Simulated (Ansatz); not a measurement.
**CH3NSi: taking an electron away**

Aim: the vertical ionisation energy of CH3NSi, as cation minus neutral at the neutral's geometry, on several levels, and how well −ε(HOMO) stands in for it.

Method: unrestricted cation, the program's frozen cores in correlated methods; program: Ansatz 0.2.0, Gaussian basis.

Levels to be run: UKS PBE-D4/def2-TZVPP; UKS r2SCAN-D4/def2-TZVPP; UKS PBE0-D4/def2-TZVPP; UKS B3LYP-D4/def2-TZVPP; UKS wB97X-V/def2-TZVPP; UKS wB97M-V/def2-TZVPP; UKS B2PLYP/def2-TZVPP; UHF-CCSD(T)/def2-TZVPP; UHF-MP2/def2-QZVPP; extrapolation to the limit; then −ε(HOMO) from the neutral's earlier runs with LDA (SPW92), PBE-D4, revPBE-D4, BLYP-D4, r2SCAN-D4, B97M-V, PBE0-D4, B3LYP-D4, r2SCANh-D4, r2SCAN0-D4, HSE06-D4, BHLYP-D4, CAM-B3LYP-D4, LC-ωPBE, ωB97X-V, ωB97M-V.

**1. The relaxed structure**

All runs share one geometry, relaxed beforehand with PBE0-D4 in a triple-zeta def2 set.

SMILES `N#C[SiH3]`, 6 atoms, charge 0, spin multiplicity 1.

Atoms are counted from 1 here; the program's logs count them from 0.

Bond lengths: N1–C2 1.152 Å, C2–Si3 1.848 Å, Si3–H4 1.479 Å, Si3–H5 1.479 Å, Si3–H6 1.479 Å. Angles: N1–C2–Si3 179.9°, C2–Si3–H4 107.5°, C2–Si3–H5 107.5°, C2–Si3–H6 107.5°, H4–Si3–H5 111.4°, H4–Si3–H6 111.4°, H5–Si3–H6 111.4°.

**2. Cation, UKS PBE-D4/def2-TZVPP**

File in.yaml:

```yaml
crystal:
  periodic: [false, false, false]
  atoms:
    - {symbol: N, position_ang: [1.096306, -1.885168, 1.054185]}
    - {symbol: C, position_ang: [0.575969, -0.990760, 0.548729]}
    - {symbol: Si, position_ang: [-0.257320, 0.444212, -0.265378]}
    - {symbol: H, position_ang: [-1.415128, -0.083350, -1.019168]}
    - {symbol: H, position_ang: [0.729295, 1.077901, -1.166582]}
    - {symbol: H, position_ang: [-0.687021, 1.373165, 0.802013]}
basis:
  gaussian: {orbitals: def2-TZVPP}
total_charge: 1
magnetization: {spin_polarized: true, initial_magnetization: 1}
hamiltonian: {xc: pbe, dispersion: d4}
```

Run with:

```
> ansatz run in.yaml --threads 4 --pin off --events-out ev --progress --plain --max-ram 10444MiB
```

The log of the run:

```text
Functional definition: PBE
  name "PBE"
  cite "Perdew, Burke & Ernzerhof, Phys. Rev. Lett. 77, 3865 (1996) doi:10.1103/PhysRevLett.77.3865"
  parent pbe
  parameter kappa = 0.804
  parameter beta = 0.06672455060314922
  exchange = pbe_x(kappa = kappa, mu = beta*pi^2/3)
  correlation = pbe_c(beta = beta)
800 factors; their error is unknown
mean field evaluation 1: about -10420.0836 eV, gradient 5.4e1 eV
mean field evaluation 2: about -10194.3175 eV, gradient 1.5e2 eV
mean field evaluation 4: about -10423.1136 eV, gradient 4.4e1 eV
mean field evaluation 8: about -10433.8202 eV, gradient 1.0e1 eV
mean field evaluation 16: about -10434.7979 eV, gradient 6.1e-4 eV
mean field evaluation 32: about -10434.6532 eV, gradient 3.9e0 eV
mean field evaluation 64: about -10434.7838 eV, gradient 2.1e-1 eV
mean field evaluation 96: about -10434.7645 eV, gradient 2.0e0 eV
mean field evaluation 128: about -10433.5085 eV, gradient 1.2e1 eV
mean field -10434.79855690 eV, -383.4717740055 hartree, gradient 1.7e-6 eV, S^2 0.755018; 16 other end points of the search recorded, 0 dependent functions left out
reference -10434.79859455 eV, -383.4717753893 hartree; 15, 14 occupied and 131, 132 virtual orbitals, 800 factors
Total energy: -10434.86828949 eV, -383.4743366309 hartree
```

Run time: 9 s. Hardware: 4 threads of Arm Neoverse V2, shared host.

The neutral molecule at this level: -10446.7819 eV. Difference: 11.914 eV. ⟨S²⟩ = 0.755.

**3. Cation, UKS r2SCAN-D4/def2-TZVPP**

in.yaml, as its differences from that of step 2:

```diff
@@ -13,2 +13,2 @@
 magnetization: {spin_polarized: true, initial_magnetization: 1}
-hamiltonian: {xc: pbe, dispersion: d4}
+hamiltonian: {xc: r2scan, dispersion: d4}
```

The command is unchanged.

The log of the run, shortened:

```text
Functional definition: r2SCAN
  name "r2SCAN"
  cite "Furness, Kaplan, Ning, Perdew & Sun, J. Phys. Chem. Lett. 11, 8208 (2020) doi:10.1021/acs.jpclett.0c02405"
  cite "Furness, Kaplan, Ning, Perdew & Sun, J. Phys. Chem. Lett. 11, 9248 (2020) doi:10.1021/acs.jpclett.0c03077"
  parent r2scan
[...]
800 factors; their error is unknown
[...]
mean field -10439.72780263 eV, -383.6529204450 hartree, gradient 4.1e-6 eV, S^2 0.761197; 16 other end points of the search recorded, 0 dependent functions left out
reference -10439.72781528 eV, -383.6529209100 hartree; 15, 14 occupied and 131, 132 virtual orbitals, 800 factors
Total energy: -10439.74372098 eV, -383.6535054335 hartree
```

Run time: 21 s. Hardware: 4 threads of Arm Neoverse V2, shared host; peak memory 0.37 GiB.

The neutral molecule at this level: -10451.7829 eV. Difference: 12.039 eV. ⟨S²⟩ = 0.761.

**4. Cation, UKS PBE0-D4/def2-TZVPP**

in.yaml, as its differences from that of step 3:

```diff
@@ -13,2 +13,2 @@
 magnetization: {spin_polarized: true, initial_magnetization: 1}
-hamiltonian: {xc: r2scan, dispersion: d4}
+hamiltonian: {xc: pbe0, dispersion: d4}
```

Same command.

The log of the run, shortened:

```text
Functional definition: PBE0
  name "PBE0"
  cite "Adamo & Barone, J. Chem. Phys. 110, 6158 (1999) doi:10.1063/1.478522"
  cite "Perdew, Burke & Ernzerhof, Phys. Rev. Lett. 77, 3865 (1996) doi:10.1103/PhysRevLett.77.3865"
  parent pbe
[...]
803 factors; their error is unknown
[...]
mean field -10435.30942852 eV, -383.4905481915 hartree, gradient 2.3e-6 eV, S^2 0.763025; 12 other end points of the search recorded, 0 dependent functions left out
reference -10435.30945674 eV, -383.4905492285 hartree; 15, 14 occupied and 131, 132 virtual orbitals, 803 factors
Total energy: -10435.36764770 eV, -383.4926877067 hartree
```

Run time: 9.5 s. Hardware: 4 threads of Arm Neoverse V2, shared host; peak memory 0.37 GiB.

The neutral molecule at this level: -10447.5886 eV. Difference: 12.221 eV. ⟨S²⟩ = 0.763.

**5. Cation, UKS B3LYP-D4/def2-TZVPP**

in.yaml, as its differences from that of step 4:

```diff
@@ -13,2 +13,2 @@
 magnetization: {spin_polarized: true, initial_magnetization: 1}
-hamiltonian: {xc: pbe0, dispersion: d4}
+hamiltonian: {xc: {name: B3LYP}, dispersion: d4}
```

Same command.

The log of the run, shortened:

```text
Functional definition: B3LYP
  name "B3LYP"
  cite "Stephens, Devlin, Chabalowski & Frisch, J. Phys. Chem. 98, 11623 (1994) doi:10.1021/j100096a001"
  cite "Becke, Phys. Rev. A 38, 3098 (1988) doi:10.1103/PhysRevA.38.3098"
  cite "Lee, Yang & Parr, Phys. Rev. B 37, 785 (1988) doi:10.1103/PhysRevB.37.785"
  cite "Vosko, Wilk & Nusair, Can. J. Phys. 58, 1200 (1980) doi:10.1139/p80-159"
[...]
803 factors; their error is unknown
[...]
mean field -10442.59952957 eV, -383.7584544636 hartree, gradient 1.9e-6 eV, S^2 0.760462; 14 other end points of the search recorded, 0 dependent functions left out
reference -10442.59976993 eV, -383.7584632964 hartree; 15, 14 occupied and 131, 132 virtual orbitals, 803 factors
Total energy: -10442.71359846 eV, -383.7626464179 hartree
```

Run time: 11 s. Hardware: 4 threads of Arm Neoverse V2, shared host; peak memory 0.37 GiB.

The neutral molecule at this level: -10454.9387 eV. Difference: 12.225 eV. ⟨S²⟩ = 0.760.

**6. Cation, UKS wB97X-V/def2-TZVPP**

in.yaml, as its differences from that of step 5:

```diff
@@ -13,2 +13,2 @@
 magnetization: {spin_polarized: true, initial_magnetization: 1}
-hamiltonian: {xc: {name: B3LYP}, dispersion: d4}
+hamiltonian: {xc: {name: wB97X-V}}
```

Same command.

The log of the run, shortened:

```text
Functional definition: wB97X-V
  name "wB97X-V"
  cite "Mardirossian & Head-Gordon, Phys. Chem. Chem. Phys. 16, 9904 (2014) doi:10.1039/C3CP54374A"
  cite "Becke, J. Chem. Phys. 107, 8554 (1997) doi:10.1063/1.475007"
  cite "Vydrov & Van Voorhis, J. Chem. Phys. 133, 244103 (2010) doi:10.1063/1.3521275"
[...]
      + integral(e_c_pw_opposite_spin*poly(b97_u_opposite, cos0, cos1)) + vv10(b, c)
803 factors; their error is unknown
184 factors; integrals over basis functions are off by at most 1.2e-5 eV
[...]
mean field -10439.48592427 eV, -383.6440315791 hartree, gradient 2.1e-6 eV, S^2 0.765324; 12 other end points of the search recorded, 0 dependent functions left out
reference -10439.48592251 eV, -383.6440315145 hartree; 15, 14 occupied and 131, 132 virtual orbitals, 803 factors
Total energy: -10439.48592251 eV, -383.6440315145 hartree
```

Wall time 65 s (4 threads of Arm Neoverse V2, shared host); peak memory 0.48 GiB.

Less the neutral's -10451.9903 eV (earlier run), this gives 12.504 eV. ⟨S²⟩ = 0.765.

**7. Cation, UKS wB97M-V/def2-TZVPP**

in.yaml, as its differences from that of step 6:

```diff
@@ -13,2 +13,2 @@
 magnetization: {spin_polarized: true, initial_magnetization: 1}
-hamiltonian: {xc: {name: wB97X-V}}
+hamiltonian: {xc: {name: wB97M-V}}
```

Launched as before.

The log of the run, shortened:

```text
Functional definition: wB97M-V
  name "wB97M-V"
  cite "Mardirossian & Head-Gordon, J. Chem. Phys. 144, 214110 (2016) doi:10.1063/1.4952647"
  cite "Becke, J. Chem. Phys. 107, 8554 (1997) doi:10.1063/1.475007"
  cite "Vydrov & Van Voorhis, J. Chem. Phys. 133, 244103 (2010) doi:10.1063/1.3521275"
  # Of w^i u^j: cxij and so on, Table III.
[...]
  gx(w, u) = 1 - cx + cx01*u + cx10*w
  gss(w, u) = css00 + css04*u^4 + css10*w + css20*w^2 + css43*w^4*u^3
  gos(w, u) = cos00 + cos10*w + (cos20 + cos21*u)*w^2 + (cos60 + cos61*u)*w^6
[...]
      + integral(e_c_pw_mod_opposite_spin*gos(b97_w_opposite, b97_u_opposite)) + vv10(b, c)
803 factors; their error is unknown
184 factors; integrals over basis functions are off by at most 1.2e-5 eV
[...]
mean field -10440.12263854 eV, -383.6674303971 hartree, gradient 2.9e-6 eV, S^2 0.764149; 12 other end points of the search recorded, 0 dependent functions left out
reference -10440.12268196 eV, -383.6674319928 hartree; 15, 14 occupied and 131, 132 virtual orbitals, 803 factors
Total energy: -10440.12268196 eV, -383.6674319928 hartree
```

It took 57 s on 4 threads of Arm Neoverse V2, shared host; peak memory 0.51 GiB.

Less the neutral's -10452.5546 eV (earlier run), this gives 12.432 eV. ⟨S²⟩ = 0.764.

**8. Cation, UKS B2PLYP (frozen core)/def2-TZVPP**

in.yaml, as its differences from that of step 7:

```diff
@@ -13,2 +13,2 @@
 magnetization: {spin_polarized: true, initial_magnetization: 1}
-hamiltonian: {xc: {name: wB97M-V}}
+hamiltonian: {xc: {name: B2PLYP}}
```

Launched as before.

The log of the run, shortened:

```text
Functional definition: B2PLYP
  name "B2PLYP"
  cite "Grimme, J. Chem. Phys. 124, 034108 (2006) doi:10.1063/1.2148954"
  cite "Becke, Phys. Rev. A 38, 3098 (1988) doi:10.1103/PhysRevA.38.3098"
  cite "Lee, Yang & Parr, Phys. Rev. B 37, 785 (1988) doi:10.1103/PhysRevB.37.785"
[...]
862 factors; integrals over basis functions are off by at most 5.6e-4 eV
[...]
mean field -10432.62285943 eV, -383.3918185984 hartree, gradient 1.9e-10 eV, S^2 0.763981; 6 other end points of the search recorded, 0 dependent functions left out
7 core orbitals not correlated: weight in the atoms' cores, before any rotation towards them, 1.000 or more for the frozen orbitals, at most 0.000 for the correlated occupied ones
reference -10432.62301316 eV, -383.3918242478 hartree; 8, 7 occupied and 131, 132 virtual orbitals, 862 factors
second order -13.69062226 eV of doubles, -0.00000000 eV of singles
Total energy: -10436.31948117 eV, -383.5276669416 hartree
```

It took 46 s on 4 threads of Arm Neoverse V2, shared host; peak memory 0.41 GiB.

The neutral molecule at this level: -10448.8733 eV. Difference: 12.554 eV. ⟨S²⟩ = 0.764.

**9. Cation, UHF-CCSD(T)/def2-TZVPP**

in.yaml, as its differences from that of step 8:

```diff
@@ -13,2 +13,3 @@
 magnetization: {spin_polarized: true, initial_magnetization: 1}
-hamiltonian: {xc: {name: B2PLYP}}
+correlation: {method: ccsd_t}
+scf: {omitted_lower_state_checks: [cluster_reference]}
```

The command is unchanged.

The log of the run, shortened:

```text
Functional definition: HF
  name "HF"
  cite "Fock, Z. Phys. 61, 126 (1930) doi:10.1007/BF01340294"
  parent pbe
[...]
862 factors; integrals over basis functions are off by at most 5.6e-4 eV
[...]
mean field -10411.80251394 eV, -382.6266850142 hartree, gradient 2.8e-10 eV, S^2 0.759414; 13 other end points of the search recorded, 0 dependent functions left out
7 core orbitals not correlated: weight in the atoms' cores, before any rotation towards them, 1.000 or more for the frozen orbitals, at most 0.000 for the correlated occupied ones
reference -10411.80251394 eV, -382.6266850142 hartree; 8, 7 occupied and 131, 132 virtual orbitals, 862 factors
second order -10.55160336 eV of doubles, -0.00000000 eV of singles
cycle   1  -11.24373476 eV  change   -6.9e-1 eV  update   9.5e-2
[...]
cycle  21  -11.80562526 eV  change    1.6e-5 eV  update   1.1e-5
perturbative correction -0.52058090 eV, -0.0191309953 hartree
Total energy: -10424.12872010 eV, -383.0796647356 hartree
Checks for a lower state left out: cluster_reference
```

Run time: 39 s. Hardware: 4 threads of Arm Neoverse V2, shared host; peak memory 1.9 GiB.

The neutral molecule at this level: -10436.8334 eV. Difference: 12.705 eV. ⟨S²⟩ = 0.759. T1 = 0.053 (report).

**10. Cation, UHF-MP2/def2-QZVPP**

in.yaml, as its differences from that of step 9:

```diff
@@ -10,6 +10,6 @@
 basis:
-  gaussian: {orbitals: def2-TZVPP}
+  gaussian: {orbitals: "def2-QZVPP.json"}
 total_charge: 1
 magnetization: {spin_polarized: true, initial_magnetization: 1}
-correlation: {method: ccsd_t}
+correlation: {method: mp2}
 scf: {omitted_lower_state_checks: [cluster_reference]}
```

The command is unchanged.

The log of the run, shortened:

```text
Functional definition: HF
  name "HF"
  cite "Fock, Z. Phys. 61, 126 (1930) doi:10.1007/BF01340294"
  parent pbe
[...]
1631 factors; integrals over basis functions are off by at most 5.4e-4 eV
[...]
mean field -10412.16219394 eV, -382.6399030102 hartree, gradient 2.5e-10 eV, S^2 0.759461; 14 other end points of the search recorded, 0 dependent functions left out
7 core orbitals not correlated: weight in the atoms' cores, before any rotation towards them, 1.000 or more for the frozen orbitals, at most 0.000 for the correlated occupied ones
reference -10412.16219394 eV, -382.6399030102 hartree; 8, 7 occupied and 259, 260 virtual orbitals, 1631 factors
second order -11.32111466 eV of doubles, -0.00000000 eV of singles
Total energy: -10423.48330860 eV, -383.0559463004 hartree
Checks for a lower state left out: cluster_reference
```

Wall time 2.5 min (4 threads of Arm Neoverse V2, shared host); peak memory 0.88 GiB.

**11. The basis-set limit**

No new run: Hartree-Fock is extrapolated as exp(−7.88√X) and correlation as X^−2.97, with X = 3 and 4; only MP2 was run in the larger set, so CCSD(T) minus MP2 is added from the smaller one.

```
  level  energy at the limit (eV)
     HF               -10412.2117
    MP2               -10424.1029
   CCSD               -10425.3569
CCSD(T)               -10425.8775
```

The neutral's limit, from its own earlier runs, is -10438.7106 eV in the additive form (MP2 limit plus CCSD(T) minus MP2 in triple zeta), in which the cation has -10425.8775 eV.

**12. Ionisation energies side by side**

Differences are taken before rounding.

```
            method  ionisation energy (eV)  from CCSD(T)/CBS (eV)     time
            PBE-D4                   11.91                  -0.92    9.7 s
         r2SCAN-D4                   12.04                  -0.79     22 s
           PBE0-D4                   12.22                  -0.61     10 s
          B3LYP-D4                   12.23                  -0.61     12 s
           ωB97X-V                   12.50                  -0.33     67 s
           ωB97M-V                   12.43                  -0.40     59 s
            B2PLYP                   12.55                  -0.28     47 s
     HF/def2-TZVPP                   11.23                  -1.60         
    MP2/def2-TZVPP                   13.24                  +0.41         
   CCSD/def2-TZVPP                   12.61                  -0.22         
CCSD(T)/def2-TZVPP                   12.70                  -0.13     44 s
       CCSD(T)/CBS                   12.83                      0  4.2 min
```

Among the levels timed on like hardware and quicker than the yardstick, those that no quicker one beats, quickest first: PBE-D4 (9.7 s, -0.92 eV); PBE0-D4 (10 s, -0.61 eV); B3LYP-D4 (12 s, -0.61 eV); CCSD(T)/def2-TZVPP (44 s, -0.13 eV).

Times add the cation's run and the neutral's; HF, MP2 and CCSD come out of the CCSD(T) runs.

Orbital estimates, from the neutral's runs:

```
  functional  −ε(HOMO) (eV)  by energy difference (eV)
 LDA (SPW92)           8.67                           
      PBE-D4           8.53                      11.91
   revPBE-D4           8.47                           
     BLYP-D4           8.38                           
   r2SCAN-D4           8.83                      12.04
      B97M-V           8.84                           
     PBE0-D4           9.86                      12.22
    B3LYP-D4           9.61                      12.23
  r2SCANh-D4           9.32                           
  r2SCAN0-D4          10.06                           
    HSE06-D4           9.45                           
    BHLYP-D4          11.06                           
CAM-B3LYP-D4          11.27                           
     LC-ωPBE          12.74                           
     ωB97X-V          12.30                      12.50
     ωB97M-V          12.15                      12.43
```

**13. Outcome**

| quantity | value |
| --- | --- |
| ionisation energy, CCSD(T)/CBS | 12.83 eV |
| nearest functional by difference | B2PLYP (-0.28 eV) |
| nearest −ε(HOMO) | LC-ωPBE (-0.10 eV) |
| −ε(HOMO) of PBE | 8.53 eV |
| T1 of the cation | 0.053 |

**Reading.** By cation minus neutral, the functionals miss by 0.92 eV at most. The PBE orbital energy is 4.3 eV too small: a semilocal HOMO is no ionisation energy. Among orbital estimates LC-ωPBE comes nearest. Hartree-Fock falls 1.60 eV short, as the neutral has more correlation energy than the cation. The cation's T1 (from the report) is 0.053, above the customary mark of 0.045 for open shells, so the coupled-cluster value is less safe.

For cost: CCSD(T)/def2-TZVPP gets within 0.13 eV in 44 s, where CCSD(T)/CBS took 4.2 min; the quickest level in the cost chart, PBE-D4, takes 9.7 s and misses by 0.92 eV.
